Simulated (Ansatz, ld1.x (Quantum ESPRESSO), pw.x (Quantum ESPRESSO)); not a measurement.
## What a changed setting does to a pw.x run (diamond Si)

Potential: norm-conserving Troullier–Martins (Kleinman–Bylander form), ld1.x (Quantum ESPRESSO) 7.5, PBE; core [Ne], reference 3s2 3p2; waves: 3s (bound): rc 1.90 bohr; 3p (bound): rc 2.45 bohr; 3d channel at 0.45 Ry: rc 2.20 bohr; local part: all-electron potential smoothed inside 2.10 bohr (lloc = -1); core correction: none.

The reference run (k-mesh 8³, cutoffs 45/180 Ry, Fermi–Dirac 0.01 Ry, mixing_beta 0.4, conv_thr 1e-9, no spin) gives -0.18 GPa at 20.463 Å³/atom, where all-electron LAPW gives -0.05 GPa. This run, with its own iteration cap, changes mixing_beta to 0.7.

```
&control
  calculation='scf', prefix='x', pseudo_dir='./', outdir='./tmp', tstress=.true., disk_io='none'
/
&system
  ibrav=0, nat=2, ntyp=1, ecutwfc=45, ecutrho=180, nbnd=11,
  occupations='smearing', smearing='fd', degauss=0.01
/
&electrons
  conv_thr=1e-09, mixing_beta=0.7, electron_maxstep=50
/
ATOMIC_SPECIES
Si 1.0 Si.UPF
CELL_PARAMETERS angstrom
  0.00000000 2.73520428 2.73520428
  2.73520428 0.00000000 2.73520428
  2.73520428 2.73520428 0.00000000
ATOMIC_POSITIONS crystal
Si 0.0000 0.0000 0.0000
Si 0.2500 0.2500 0.2500
K_POINTS automatic
8 8 8 0 0 0
```

```bash
pw.x < Si.scf.in > Si.scf.out
```

Problem. How does the run end?

Solution. It converges in 6 iterations; the free energy moves by +0.0 meV/atom and the pressure by +0.00 GPa. The result is that of the reference run.

```
Message from routine setup:
     using ibrav=0 with symmetry is DISCOURAGED, use correct ibrav instead
     lattice parameter (alat)  =       7.3098  a.u.
     unit-cell volume          =     276.1823 (a.u.)^3
     number of electrons       =         8.00
     number of Kohn-Sham states=           11
     kinetic-energy cutoff     =      45.0000  Ry
     charge density cutoff     =     180.0000  Ry
     scf convergence threshold =      1.0E-09
     Exchange-correlation= PBE
     number of k points=    29  Fermi-Dirac smearing, width (Ry)=  0.0100
     iteration #  1     ecut=    45.00 Ry     beta= 0.70
     total energy              =     -15.76164807 Ry
     estimated scf accuracy    <       0.05491713 Ry
     iteration #  2     ecut=    45.00 Ry     beta= 0.70
     total energy              =     -15.76420009 Ry
     estimated scf accuracy    <       0.00217114 Ry
     iteration #  3     ecut=    45.00 Ry     beta= 0.70
     total energy              =     -15.76427776 Ry
     estimated scf accuracy    <       0.00005671 Ry
     iteration #  4     ecut=    45.00 Ry     beta= 0.70
     total energy              =     -15.76428171 Ry
     estimated scf accuracy    <       0.00000008 Ry
     iteration #  5     ecut=    45.00 Ry     beta= 0.70
     total energy              =     -15.76428192 Ry
     estimated scf accuracy    <          2.8E-09 Ry
     iteration #  6     ecut=    45.00 Ry     beta= 0.70
     the Fermi energy is     6.2804 ev
!    total energy              =     -15.76428192 Ry
     estimated scf accuracy    <          1.8E-11 Ry
     smearing contrib. (-TS)   =      -0.00027425 Ry
     The total energy is F=E-TS. E is the sum of the following terms:
     one-electron contribution =       4.58761883 Ry
     hartree contribution      =       1.11341949 Ry
     xc contribution           =      -4.79019189 Ry
     ewald contribution        =     -16.67485410 Ry
     convergence has been achieved in   6 iterations
          total   stress  (Ry/bohr**3)                   (kbar)     P=       -1.85
     Message from routine punch:
     Nothing written, as per user request (disk_io='none')
```

The run took about 3 s on one core of a shared host (Neoverse-V2, 96 threads, 742 GiB, load 29).
